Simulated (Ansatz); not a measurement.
Relaxation of C₂H₉NS (13 atoms, charge 0, multiplicity 1), to a largest force component of 0.02 eV/Å in at most 40 steps.

Level of theory: RKS PBE/STO-3G (Ansatz).

```xyz
13
Properties=species:S:1:pos:R:3
S 0.527 0.592 -2.751
H 0.004 -0.499 -3.288
H 0.075 0.272 -1.521
C -0.467 1.099 0.912
N -0.455 -0.155 0.177
C 0.564 -1.076 0.658
H -1.266 1.730 0.527
H 0.486 1.602 0.751
H -0.609 0.961 1.993
H -1.370 -0.594 0.239
H 1.541 -0.613 0.514
H 0.522 -1.992 0.070
H 0.447 -1.327 1.720
```

Problem. Where does it end, and by what steps?

Solution. The forces met the threshold. Limits of this set-up: minimal basis. After 6 steps the energy has fallen by 0.310 eV; S1 moved furthest, 0.30 Å.

```
step  energy less start (eV)  largest force component (eV/Å)  accepted
   0                  0.0000                           2.099       yes
   1                 -0.2561                           1.040       yes
   2                 -0.3010                           0.295       yes
   3                 -0.3075                           0.139       yes
   4                 -0.3087                           0.127       yes
   5                 -0.3095                           0.041       yes
   6                 -0.3096                           0.007       yes
```

```xyz
13
Properties=species:S:1:pos:R:3
S 0.315 0.637 -2.956
H 0.006 -0.636 -3.340
H 0.033 0.327 -1.619
C -0.450 1.132 0.963
N -0.354 -0.100 0.077
C 0.604 -1.101 0.703
H -1.215 1.811 0.535
H 0.531 1.647 0.953
H -0.720 0.898 2.019
H -1.317 -0.561 0.135
H 1.625 -0.668 0.682
H 0.594 -2.025 0.090
H 0.349 -1.360 1.757
```

Whether the end is a true minimum wasn't checked by a vibrational analysis.

Time of the run: 9.5 s on 1 thread of Intel(R) Xeon(R) Platinum 8488C (Sapphire Rapids) (shared host), peak memory 0.14 GiB.
